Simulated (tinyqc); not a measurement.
Inside a calculation. Method: coupled-perturbed Hartree-Fock on RHF in the sto-6g basis, for H2F+, spin multiplicity 1. Computed by tinyqc, a small Python program that keeps every step (integrals from PySCF). Settings: charge = 1, multiplicity = 1, basis = sto-6g, method = RHF, energy threshold = 1e-10, iteration cap = 88, orthogonalisation = canonical, start = core, DIIS depth = 6. Command: `OMP_NUM_THREADS=1 python tinyqc.py 27600 27601 out.jsonl` (the two numbers bound the seeds that draw the settings). One thread of a shared host (Intel(R) Xeon(R) Processor @ 2.60GHz), about 0.2 s of CPU time with the checks. Later iterations appear only in the table of the cycle.

## One-electron integrals

Geometry (angstrom):
```
atom,x,y,z
F,0.00000,0.00000,0.00000
H,0.00000,0.90700,0.75800
H,0.00000,-0.90700,0.75800
```

Basis sto-6g: exponents (1/bohr^2) and contraction coefficients of normalised primitives:
```
element,l (shell),exponent,coefficient
F,s (1),1728.62657,0.00916
F,s (1),316.94179,0.04936
F,s (1),88.66889,0.16854
F,s (1),30.46016,0.37056
F,s (1),11.82857,0.41649
F,s (1),4.87166,0.13033
F,s (2),67.03228,-0.01325
F,s (2),13.26744,-0.04699
F,s (2),4.12351,-0.03379
F,s (2),1.58646,0.25024
F,s (2),0.68900,0.59512
F,s (2),0.31582,0.24071
F,p (3),67.03228,0.00376
F,p (3),13.26744,0.03768
F,p (3),4.12351,0.17390
F,p (3),1.58646,0.41804
F,p (3),0.68900,0.42586
F,p (3),0.31582,0.10171
H,s (1),35.52322,0.00916
H,s (1),6.51314,0.04936
H,s (1),1.82214,0.16854
H,s (1),0.62596,0.37056
H,s (1),0.24308,0.41649
H,s (1),0.10011,0.13033
```

Overlap, kinetic and nuclear-attraction integrals over the contracted functions; the nuclear repulsion is the sum of Za Zb / Rab.

nuclear repulsion = 8.3499980 hartree

overlap S, lower triangle:
```
,1F 1s,1F 2s,1F 2px,1F 2py,1F 2pz,2H 1s,3H 1s
1F 1s,1.00000
1F 2s,0.23248,1.00000
1F 2px,0.00000,0.00000,1.00000
1F 2py,0.00000,0.00000,0.00000,1.00000
1F 2pz,0.00000,0.00000,0.00000,0.00000,1.00000
2H 1s,0.02743,0.29586,0.00000,0.19346,0.16168,1.00000
3H 1s,0.02743,0.29586,0.00000,-0.19346,0.16168,0.16070,1.00000
```

kinetic energy T (hartree), lower triangle:
```
,1F 1s,1F 2s,1F 2px,1F 2py,1F 2pz,2H 1s,3H 1s
1F 1s,37.39773
1F 2s,-1.14335,1.08230
1F 2px,0.00000,0.00000,3.25133
1F 2py,0.00000,0.00000,0.00000,3.25133
1F 2pz,0.00000,0.00000,0.00000,0.00000,3.25133
2H 1s,-0.00553,0.02833,0.00000,0.08276,0.06916,0.76852
3H 1s,-0.00553,0.02833,0.00000,-0.08276,0.06916,-0.00843,0.76852
```

nuclear attraction V (hartree), lower triangle:
```
,1F 1s,1F 2s,1F 2px,1F 2py,1F 2pz,2H 1s,3H 1s
1F 1s,-78.71782
1F 2s,-8.07386,-12.36975
1F 2px,0.00000,0.00000,-12.32895
1F 2py,0.00000,0.00000,0.00000,-12.40013
1F 2pz,-0.01229,-0.14431,0.00000,0.00000,-12.37866
2H 1s,-1.08894,-2.65267,0.00000,-1.49251,-1.28240,-5.50044
3H 1s,-1.08894,-2.65267,0.00000,1.49251,-1.28240,-0.97811,-5.50044
```

core Hamiltonian H = T + V (hartree), lower triangle:
```
,1F 1s,1F 2s,1F 2px,1F 2py,1F 2pz,2H 1s,3H 1s
1F 1s,-41.32009
1F 2s,-9.21721,-11.28746
1F 2px,0.00000,0.00000,-9.07763
1F 2py,0.00000,0.00000,0.00000,-9.14880
1F 2pz,-0.01229,-0.14431,0.00000,0.00000,-9.12734
2H 1s,-1.09448,-2.62434,0.00000,-1.40976,-1.21323,-4.73192
3H 1s,-1.09448,-2.62434,0.00000,1.40976,-1.21323,-0.98655,-4.73192
```

## Two-electron integrals

Functions are numbered as in S; the eight-fold symmetry (ij|kl) = (ji|kl) = (kl|ij) leaves the list below.

Two-electron integrals (ij|kl) in chemists' order, unique and non-zero (hartree):
```
i,j,k,l,(ij|kl)
1,1,1,1,5.40624
2,1,1,1,0.76813
2,1,2,1,0.13891
2,2,1,1,1.26627
2,2,2,1,0.28399
2,2,2,2,0.92637
3,1,3,1,0.02945
3,2,3,1,0.04468
3,2,3,2,0.20475
3,3,1,1,1.26627
3,3,2,1,0.28399
3,3,2,2,0.92637
3,3,3,3,0.99808
4,1,4,1,0.02945
4,2,4,1,0.04468
4,2,4,2,0.20475
4,3,4,3,0.05379
4,4,1,1,1.26627
4,4,2,1,0.28399
4,4,2,2,0.92637
4,4,3,3,0.89051
4,4,4,4,0.99808
5,1,5,1,0.02945
5,2,5,1,0.04468
5,2,5,2,0.20475
5,3,5,3,0.05379
5,4,5,4,0.05379
5,5,1,1,1.26627
5,5,2,1,0.28399
5,5,2,2,0.92637
5,5,3,3,0.89051
5,5,4,4,0.89051
5,5,5,5,0.99808
6,1,1,1,0.09644
6,1,2,1,0.01673
6,1,2,2,0.03349
6,1,3,3,0.03343
6,1,4,1,0.00056
6,1,4,2,0.00110
6,1,4,4,0.03353
6,1,5,1,0.00047
6,1,5,2,0.00092
6,1,5,4,0.00008
6,1,5,5,0.03350
6,1,6,1,0.00205
6,2,1,1,0.25756
6,2,2,1,0.05870
6,2,2,2,0.21529
6,2,3,3,0.21219
6,2,4,1,0.00328
6,2,4,2,0.02526
6,2,4,4,0.21766
6,2,5,1,0.00274
6,2,5,2,0.02111
6,2,5,4,0.00457
6,2,5,5,0.21601
6,2,6,1,0.00708
6,2,6,2,0.06351
6,3,3,1,0.00634
6,3,3,2,0.03691
6,3,4,3,0.00521
6,3,5,3,0.00436
6,3,6,3,0.00904
6,4,1,1,0.13943
6,4,2,1,0.03221
6,4,2,2,0.12623
6,4,3,3,0.12103
6,4,4,1,0.00787
6,4,4,2,0.05060
6,4,4,4,0.13450
6,4,5,1,0.00128
6,4,5,2,0.01144
6,4,5,4,0.00690
6,4,5,5,0.12315
6,4,6,1,0.00404
6,4,6,2,0.04570
6,4,6,4,0.04160
6,5,1,1,0.11652
6,5,2,1,0.02692
6,5,2,2,0.10549
6,5,3,3,0.10114
6,5,4,1,0.00128
6,5,4,2,0.01144
6,5,4,4,0.10369
6,5,5,1,0.00741
6,5,5,2,0.04647
6,5,5,4,0.00734
6,5,5,5,0.11164
6,5,6,1,0.00338
6,5,6,2,0.03819
6,5,6,4,0.02721
6,5,6,5,0.03178
6,6,1,1,0.44085
6,6,2,1,0.10234
6,6,2,2,0.43257
6,6,3,3,0.41908
6,6,4,1,0.00666
6,6,4,2,0.07264
6,6,4,4,0.44291
6,6,5,1,0.00556
6,6,5,2,0.06071
6,6,5,4,0.01992
6,6,5,5,0.43572
6,6,6,1,0.01241
6,6,6,2,0.17060
6,6,6,4,0.14211
6,6,6,5,0.11876
6,6,6,6,0.77500
7,1,1,1,0.09644
7,1,2,1,0.01673
7,1,2,2,0.03349
7,1,3,3,0.03343
7,1,4,1,-0.00056
7,1,4,2,-0.00110
7,1,4,4,0.03353
7,1,5,1,0.00047
7,1,5,2,0.00092
7,1,5,4,-0.00008
7,1,5,5,0.03350
7,1,6,1,0.00202
7,1,6,2,0.00690
7,1,6,4,0.00362
7,1,6,5,0.00329
7,1,6,6,0.01201
7,1,7,1,0.00205
7,2,1,1,0.25756
7,2,2,1,0.05870
7,2,2,2,0.21529
7,2,3,3,0.21219
7,2,4,1,-0.00328
7,2,4,2,-0.02526
7,2,4,4,0.21766
7,2,5,1,0.00274
7,2,5,2,0.02111
7,2,5,4,-0.00457
7,2,5,5,0.21601
7,2,6,1,0.00690
7,2,6,2,0.05212
7,2,6,4,0.02591
7,2,6,5,0.03051
7,2,6,6,0.11390
7,2,7,1,0.00708
7,2,7,2,0.06351
7,3,3,1,0.00634
7,3,3,2,0.03691
7,3,4,3,-0.00521
7,3,5,3,0.00436
7,3,6,3,0.00719
7,3,7,3,0.00904
7,4,1,1,-0.13943
7,4,2,1,-0.03221
7,4,2,2,-0.12623
7,4,3,3,-0.12103
7,4,4,1,0.00787
7,4,4,2,0.05060
7,4,4,4,-0.13450
7,4,5,1,-0.00128
7,4,5,2,-0.01144
7,4,5,4,0.00690
7,4,5,5,-0.12315
7,4,6,1,-0.00362
7,4,6,2,-0.02591
7,4,6,4,-0.00606
7,4,6,5,-0.01488
7,4,6,6,-0.05226
7,4,7,1,-0.00404
7,4,7,2,-0.04570
7,4,7,4,0.04160
7,5,1,1,0.11652
7,5,2,1,0.02692
7,5,2,2,0.10549
7,5,3,3,0.10114
7,5,4,1,-0.00128
7,5,4,2,-0.01144
7,5,4,4,0.10369
7,5,5,1,0.00741
7,5,5,2,0.04647
7,5,5,4,-0.00734
7,5,5,5,0.11164
7,5,6,1,0.00329
7,5,6,2,0.03051
7,5,6,4,0.01488
7,5,6,5,0.02478
7,5,6,6,0.07336
7,5,7,1,0.00338
7,5,7,2,0.03819
7,5,7,4,-0.02721
7,5,7,5,0.03178
7,6,1,1,0.08785
7,6,2,1,0.02029
7,6,2,2,0.08236
7,6,3,3,0.08066
7,6,4,4,0.08188
7,6,5,1,0.00142
7,6,5,2,0.01373
7,6,5,5,0.08453
7,6,6,1,0.00243
7,6,6,2,0.02546
7,6,6,4,0.01606
7,6,6,5,0.01751
7,6,6,6,0.07864
7,6,7,1,0.00243
7,6,7,2,0.02546
7,6,7,4,-0.01606
7,6,7,5,0.01751
7,6,7,6,0.01365
7,7,1,1,0.44085
7,7,2,1,0.10234
7,7,2,2,0.43257
7,7,3,3,0.41908
7,7,4,1,-0.00666
7,7,4,2,-0.07264
7,7,4,4,0.44291
7,7,5,1,0.00556
7,7,5,2,0.06071
7,7,5,4,-0.01992
7,7,5,5,0.43572
7,7,6,1,0.01201
7,7,6,2,0.11390
7,7,6,4,0.05226
7,7,6,5,0.07336
7,7,6,6,0.28975
7,7,7,1,0.01241
7,7,7,2,0.17060
7,7,7,4,-0.14211
7,7,7,5,0.11876
7,7,7,6,0.07864
7,7,7,7,0.77500
```

## Orthogonalisation

S = U s U^T; canonical form X = U s^(-1/2), so that X^T S X = 1. Each column of U has its largest component positive (the first on a tie).

eigenvalues of S: 0.55334  0.63450  0.89709  1.00000  1.10088  1.20480  1.60939

X:
```
,1,2,3,4,5,6,7
1F 1s,-0.42240,0.00000,0.67845,0.00000,0.61393,0.00000,0.21357
1F 2s,0.93983,0.00000,-0.24757,0.00000,0.31082,0.00000,0.46628
1F 2px,0.00000,0.00000,0.00000,1.00000,0.00000,0.00000,0.00000
1F 2py,0.00000,0.75231,0.00000,0.00000,0.00000,0.72935,0.00000
1F 2pz,0.39345,0.00000,0.70230,0.00000,-0.60332,0.00000,0.21029
2H 1s,-0.54347,-0.71066,-0.22350,0.00000,-0.18822,0.38605,0.39630
3H 1s,-0.54347,0.71066,-0.22350,0.00000,-0.18822,-0.38605,0.39630
```

## Starting guess

The start is the orbitals of the core Hamiltonian; D = 2 C_occ C_occ^T.

D at the start, lower triangle:
```
,1F 1s,1F 2s,1F 2px,1F 2py,1F 2pz,2H 1s,3H 1s
1F 1s,2.12054
1F 2s,-0.52955,2.32169
1F 2px,0.00000,0.00000,2.00000
1F 2py,0.00000,0.00000,0.00000,2.12254
1F 2pz,-0.02137,0.12241,0.00000,0.00000,2.07060
2H 1s,0.04878,-0.20534,0.00000,-0.19871,-0.13819,0.04463
3H 1s,0.04878,-0.20534,0.00000,0.19871,-0.13819,0.00742,0.04463
```

## Iteration 1: building the Fock matrix

J_ij = sum D_kl (ij|kl), K_ij = sum D_kl (ik|jl); F = H + J - 0.5 K; E = tr D H + tr D J / 2 - 0.25 tr D K + E_nn.

Coulomb J (hartree), lower triangle:
```
,1F 1s,1F 2s,1F 2px,1F 2py,1F 2pz,2H 1s,3H 1s
1F 1s,21.10541
1F 2s,3.82385,9.98317
1F 2px,0.00000,0.00000,9.98407
1F 2py,0.00000,0.00000,0.00000,9.98282
1F 2pz,0.00293,0.00189,0.00000,0.00000,9.98260
2H 1s,0.46303,2.24203,0.00000,1.28956,1.07699,4.32972
3H 1s,0.46303,2.24203,0.00000,-1.28956,1.07699,0.83379,4.32972
```

exchange K (hartree), lower triangle:
```
,1F 1s,1F 2s,1F 2px,1F 2py,1F 2pz,2H 1s,3H 1s
1F 1s,11.16012
1F 2s,1.80768,3.22192
1F 2px,0.00000,0.00000,2.67751
1F 2py,0.00000,0.00000,0.00000,2.68082
1F 2pz,0.00103,0.00729,0.00000,0.00000,2.67783
2H 1s,0.23679,0.62766,0.00000,0.27160,0.22575,0.19523
3H 1s,0.23679,0.62766,0.00000,-0.27160,0.22575,0.12088,0.19523
```

Fock matrix F (hartree), lower triangle:
```
,1F 1s,1F 2s,1F 2px,1F 2py,1F 2pz,2H 1s,3H 1s
1F 1s,-25.79474
1F 2s,-6.29721,-2.91525
1F 2px,0.00000,0.00000,-0.43230
1F 2py,0.00000,0.00000,0.00000,-0.50639
1F 2pz,-0.00988,-0.14606,0.00000,0.00000,-0.48365
2H 1s,-0.74984,-0.69613,0.00000,-0.25600,-0.24912,-0.49982
3H 1s,-0.74984,-0.69613,0.00000,0.25600,-0.24912,-0.21319,-0.49982
```

total energy of this density = -98.8158954 hartree

## Iteration 1: diagonalisation and new density

Diagonalise F' = X^T F X, C = X C', fill 5 alpha and 5 beta electrons from the bottom; D = 2 C_occ C_occ^T. Each column has its largest component positive (the first on a tie).

F' = X^T F X (hartree), lower triangle:
```
,1,2,3,4,5,6,7
1,-1.83155
2,0.00000,-0.02865
3,3.75845,0.00000,-9.74782
4,0.00000,0.00000,0.00000,-0.43230
5,3.79610,0.00000,-10.37183,0.00000,-12.17549
6,0.00000,-0.00391,0.00000,0.00000,0.00000,-0.64312
7,1.47589,0.00000,-5.21364,0.00000,-6.04112,0.00000,-4.19087
```

orbital energies (hartree): MO1 -25.79888, MO2 -1.49160, MO3 -0.64315, MO4 -0.54226, MO5 -0.43230, MO6 -0.11300, MO7 -0.02863

coefficients C:
```
,MO1,MO2,MO3,MO4,MO5,MO6,MO7
1F 1s,0.99670,-0.24024,0.00000,0.07648,0.00000,0.06535,0.00000
1F 2s,0.01434,0.96315,0.00000,-0.38933,0.00000,-0.42325,0.00000
1F 2px,0.00000,0.00000,0.00000,0.00000,1.00000,0.00000,0.00000
1F 2py,0.00000,0.00000,0.73412,0.00000,0.00000,0.00000,0.74766
1F 2pz,0.00113,0.13840,0.00000,0.78036,0.00000,-0.65431,0.00000
2H 1s,-0.00212,0.07485,0.38152,0.31542,0.00000,0.65779,-0.71310
3H 1s,-0.00212,0.07485,-0.38152,0.31542,0.00000,0.65779,0.71310
```

D after iteration 1, lower triangle:
```
,1F 1s,1F 2s,1F 2px,1F 2py,1F 2pz,2H 1s,3H 1s
1F 1s,2.11395
1F 2s,-0.49375,2.15890
1F 2px,0.00000,0.00000,2.00000
1F 2py,0.00000,0.00000,0.00000,1.07785
1F 2pz,0.05511,-0.34101,0.00000,0.00000,1.25623
2H 1s,0.00805,-0.10148,0.00000,0.56016,0.51300,0.50131
3H 1s,0.00805,-0.10148,0.00000,-0.56016,0.51300,-0.08092,0.50131
```

## Iteration 8 (converged): orbitals

converged F (hartree), lower triangle:
```
,1F 1s,1F 2s,1F 2px,1F 2py,1F 2pz,2H 1s,3H 1s
1F 1s,-26.89214
1F 2s,-6.51182,-3.41956
1F 2px,0.00000,0.00000,-0.98789
1F 2py,0.00000,0.00000,0.00000,-0.87094
1F 2pz,-0.01964,-0.08261,0.00000,0.00000,-0.90201
2H 1s,-0.77594,-0.85310,0.00000,-0.40958,-0.38055,-0.66685
3H 1s,-0.77594,-0.85310,0.00000,0.40958,-0.38055,-0.25717,-0.66685
```

As before.

F' = X^T F X (hartree), lower triangle:
```
,1,2,3,4,5,6,7
1,-2.03247
2,0.00000,-0.03083
3,4.06160,0.00000,-10.40694
4,0.00000,0.00000,0.00000,-0.98789
5,3.91588,0.00000,-10.59983,0.00000,-12.91445
6,0.00000,-0.06642,0.00000,0.00000,0.00000,-1.04669
7,1.40006,0.00000,-5.38960,0.00000,-6.21139,0.00000,-4.63521
```

orbital energies (hartree): MO1 -26.89517, MO2 -1.96889, MO3 -1.05102, MO4 -1.00792, MO5 -0.98789, MO6 -0.11709, MO7 -0.02650

coefficients C:
```
,MO1,MO2,MO3,MO4,MO5,MO6,MO7
1F 1s,0.99723,-0.24105,0.00000,0.05491,0.00000,0.07525,0.00000
1F 2s,0.01208,0.97545,0.00000,-0.29057,0.00000,-0.47171,0.00000
1F 2px,0.00000,0.00000,0.00000,0.00000,1.00000,0.00000,0.00000
1F 2py,0.00000,0.00000,0.77668,0.00000,0.00000,0.00000,-0.70334
1F 2pz,0.00133,0.07922,0.00000,0.84370,0.00000,-0.58149,0.00000
2H 1s,-0.00175,0.06968,0.33906,0.25801,0.00000,0.68291,0.73424
3H 1s,-0.00175,0.06968,-0.33906,0.25801,0.00000,0.68291,-0.73424
```

D after iteration 8, lower triangle:
```
,1F 1s,1F 2s,1F 2px,1F 2py,1F 2pz,2H 1s,3H 1s
1F 1s,2.11116
1F 2s,-0.47808,2.07216
1F 2px,0.00000,0.00000,2.00000
1F 2py,0.00000,0.00000,0.00000,1.20647
1F 2pz,0.05711,-0.33572,0.00000,0.00000,1.43621
2H 1s,-0.00875,-0.01404,0.00000,0.52669,0.44640,0.37278
3H 1s,-0.00875,-0.01404,0.00000,-0.52669,0.44640,-0.08707,0.37278
```

## Convergence

Stop when the energy changes by less than 1e-10 hartree and every element of the error matrix X^T (F D S - S D F) X is below 3e-06.

Course of the cycle:
```
iteration,E (hartree),change,largest element of the error matrix
1,-98.8158954,-,5.93e-01
2,-99.6962064,-8.80e-01,1.75e-01
3,-99.7213424,-2.51e-02,3.58e-02
4,-99.7222914,-9.49e-04,4.31e-03
5,-99.7223423,-5.09e-05,2.09e-03
6,-99.7223530,-1.08e-05,4.02e-04
7,-99.7223531,-9.91e-08,5.89e-07
8,-99.7223531,-4.97e-13,1.12e-08
```

PySCF RHF in the same basis = -99.7223531 hartree

Converged in 8 iterations.

## Populations, bond orders and dipole

Mulliken: Z minus the diagonal of D S on the atom; Loewdin: the same with S^(1/2) D S^(1/2); Mayer order: 2 sum_s sum (D(s) S)_ij (D(s) S)_ji over the two atoms.

Charges (e):
```
atom,Mulliken,Loewdin
1F,0.05693,0.14344
2H,0.47154,0.42828
3H,0.47154,0.42828
```

Mayer bond orders:
```
pair,order
2-1,0.77390
3-1,0.77390
3-2,0.00375
```

dipole moment about the origin, x y z (debye): 0.00000  0.00000  3.86935

## Integrals over molecular orbitals

(pq|rs) = sum C_ip C_jq C_kr C_ls (ij|kl), one index at a time.

one-electron integrals over orbitals h = C^T H C (hartree), lower triangle:
```
,1,2,3,4,5,6,7
1,-41.30720
2,0.71103,-9.60788
3,0.00000,0.00000,-7.86505
4,-0.15442,0.39901,0.00000,-8.30371
5,0.00000,0.00000,0.00000,0.00000,-9.07763
6,-0.22282,1.17232,0.00000,1.73954,0.00000,-5.50555
7,0.00000,0.00000,2.19739,0.00000,0.00000,0.00000,-5.65197
```

Two-electron integrals over orbitals (pq|rs), unique and non-zero (hartree):
```
p,q,r,s,(pq|rs)
1,1,1,1,5.38241
2,1,1,1,-0.52473
2,1,2,1,0.08275
2,2,1,1,1.23649
2,2,2,1,-0.02234
2,2,2,2,0.86848
3,1,3,1,0.01894
3,2,3,1,0.02668
3,2,3,2,0.15228
3,3,1,1,0.99172
3,3,2,1,-0.00845
3,3,2,2,0.75437
3,3,3,3,0.72057
4,1,1,1,0.12130
4,1,2,1,-0.01709
4,1,2,2,0.01141
4,1,3,3,0.00414
4,1,4,1,0.02650
4,2,1,1,-0.10527
4,2,2,1,0.00741
4,2,2,2,-0.01511
4,2,3,3,-0.01271
4,2,4,1,0.02840
4,2,4,2,0.15778
4,3,3,1,-0.00352
4,3,3,2,0.00584
4,3,4,3,0.05095
4,4,1,1,1.09988
4,4,2,1,-0.01246
4,4,2,2,0.79408
4,4,3,3,0.68842
4,4,4,1,-0.00863
4,4,4,2,-0.07810
4,4,4,4,0.81631
5,1,5,1,0.03035
5,2,5,1,0.03949
5,2,5,2,0.18572
5,3,5,3,0.03836
5,4,5,1,-0.00846
5,4,5,2,-0.03169
5,4,5,4,0.04949
5,5,1,1,1.26599
5,5,2,1,-0.01378
5,5,2,2,0.88959
5,5,3,3,0.74248
5,5,4,1,0.00304
5,5,4,2,-0.05639
5,5,4,4,0.79972
5,5,5,5,0.99808
6,1,1,1,0.17139
6,1,2,1,-0.02862
6,1,2,2,0.00360
6,1,3,3,0.00146
6,1,4,1,-0.00811
6,1,4,2,-0.02033
6,1,4,4,0.01086
6,1,5,5,0.00430
6,1,6,1,0.01847
6,2,1,1,-0.24623
6,2,2,1,0.00649
6,2,2,2,-0.12995
6,2,3,3,-0.08410
6,2,4,1,-0.01846
6,2,4,2,-0.05440
6,2,4,4,-0.07581
6,2,5,5,-0.12870
6,2,6,1,0.00807
6,2,6,2,0.07117
6,3,3,1,-0.00384
6,3,3,2,0.01485
6,3,4,3,0.01738
6,3,6,3,0.06172
6,4,1,1,-0.33025
6,4,2,1,0.00454
6,4,2,2,-0.18149
6,4,3,3,-0.11189
6,4,4,1,-0.00294
6,4,4,2,0.02893
6,4,4,4,-0.17524
6,4,5,5,-0.18799
6,4,6,1,-0.00029
6,4,6,2,0.05626
6,4,6,4,0.10761
6,5,5,1,-0.01070
6,5,5,2,-0.04248
6,5,5,4,-0.01381
6,5,6,5,0.02271
6,6,1,1,0.68188
6,6,2,1,-0.00554
6,6,2,2,0.55433
6,6,3,3,0.53428
6,6,4,1,0.01352
6,6,4,2,0.05978
6,6,4,4,0.53142
6,6,5,5,0.53315
6,6,6,1,-0.00567
6,6,6,2,-0.05345
6,6,6,4,-0.02989
6,6,6,6,0.53318
7,1,3,1,-0.01616
7,1,3,2,-0.02211
7,1,4,3,0.00307
7,1,6,3,0.00305
7,1,7,1,0.01380
7,2,3,1,-0.01760
7,2,3,2,-0.07173
7,2,4,3,0.02089
7,2,6,3,0.02190
7,2,7,1,0.01462
7,2,7,2,0.05389
7,3,1,1,-0.42329
7,3,2,1,0.00756
7,3,2,2,-0.22252
7,3,3,3,-0.17328
7,3,4,1,0.00113
7,3,4,2,0.05850
7,3,4,4,-0.18420
7,3,5,5,-0.23764
7,3,6,1,-0.00414
7,3,6,2,0.05763
7,3,6,4,0.11036
7,3,6,6,-0.01727
7,3,7,3,0.16440
7,4,3,1,0.00664
7,4,3,2,0.05207
7,4,4,3,0.00170
7,4,6,3,0.04840
7,4,7,1,-0.00569
7,4,7,2,-0.00838
7,4,7,4,0.05437
7,5,5,3,-0.02500
7,5,7,5,0.01783
7,6,3,1,0.00769
7,6,3,2,0.07561
7,6,4,3,0.05704
7,6,6,3,0.07846
7,6,7,1,-0.00652
7,6,7,2,0.00662
7,6,7,4,0.07042
7,6,7,6,0.16045
7,7,1,1,0.71887
7,7,2,1,-0.00600
7,7,2,2,0.57011
7,7,3,3,0.57433
7,7,4,1,0.00313
7,7,4,2,0.01389
7,7,4,4,0.54615
7,7,5,5,0.55541
7,7,6,1,0.00075
7,7,6,2,-0.03512
7,7,6,4,-0.02420
7,7,6,6,0.52307
7,7,7,3,-0.04689
7,7,7,7,0.54677
```

## Response to a field: uncoupled start

dipole integrals <a|z|i> (bohr):
```
,i1,i2,i3,i4,i5
a6,-0.03066,0.02549,0.00000,0.58660,0.00000
a7,0.00000,0.00000,0.66824,0.00000,0.00000
```

Field along z; U_ai = -mu_ai / (e_a - e_i), alpha = -4 sum U_ai mu_ai.

uncoupled U:
```
,i1,i2,i3,i4,i5
a6,0.00115,-0.01377,0.00000,-0.65849,0.00000
a7,0.00000,0.00000,-0.65226,0.00000,0.00000
```

uncoupled polarisability = 3.29009 bohr^3

## Coupled step 1

U_ai = -(mu_ai + sum_bj [4 (ai|bj) - (ab|ij) - (aj|bi)] U_bj) / (e_a - e_i); alpha = -4 sum U_ai mu_ai.

U after step 1:
```
,i1,i2,i3,i4,i5
a6,0.00017,0.06929,0.00000,-0.56497,0.00000
a7,0.00000,0.00000,-0.48612,0.00000,0.00000
```

polarisability = 2.61799 bohr^3

## Coupled step 2

As before.

U after step 2:
```
,i1,i2,i3,i4,i5
a6,0.00027,0.06715,0.00000,-0.61591,0.00000
a7,0.00000,0.00000,-0.51445,0.00000,0.00000
```

polarisability = 2.81346 bohr^3

## Coupled polarisability

Repeat until U stops changing; compare with -d2E/dF2.

Course of the coupled iterations:
```
step,alpha (bohr^3)
0,3.29009
1,2.61799
2,2.81346
3,2.77588
4,2.78845
5,2.78684
6,2.78789
7,2.78796
8,2.78811
9,2.78816
10,2.78819
11,2.78821
12,2.78821
13,2.78822
14,2.78822
15,2.78822
16,2.78822
17,2.78822
18,2.78822
19,2.78822
20,2.78822
21,2.78822
22,2.78822
23,2.78822
24,2.78822
```

coupled polarisability = 2.78822 bohr^3

finite-field check, fields of +/-0.001 au = 2.78822 bohr^3
